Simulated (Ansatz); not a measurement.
The input, for Ansatz 0.2.0:

```yaml
crystal:
  periodic: [false, false, false]
  atoms:
    - {symbol: N, position_ang: [-1.127377, 0.013798, -0.027687]}
    - {symbol: H, position_ang: [-1.424657, 0.981632, -0.027687]}
    - {symbol: H, position_ang: [-1.424656, -0.388500, 0.852572]}
    - {symbol: H, position_ang: [-0.114917, 0.013798, -0.027687]}
    - {symbol: N, position_ang: [1.232623, 0.013798, -0.027687]}
    - {symbol: H, position_ang: [1.501704, -0.990428, -0.027687]}
basis:
  gaussian: {orbitals: 6-31G}
correlation: {method: sc_nevpt2, electrons: outside_noble_gas, active_space: {window: {electrons: 4, orbitals: 4}}}
accuracy: high
magnetization: {spin_polarized: true, initial_magnetization: 2}
```

```sh
$ ansatz run in.yaml --threads 1 --pin off --events-out ev --progress --plain --max-ram 2393MiB
```

(1) How does this run end?

Answers

(1) Refused. The input was made wrong on purpose (active space on unrestricted orbitals), so the run isn't a sound calculation of what was asked.
```
Error: invalid value for `correlation.active_space`: it starts from restricted Hartree–Fock orbitals; set hamiltonian.xc: hf without magnetization.spin_polarized
```
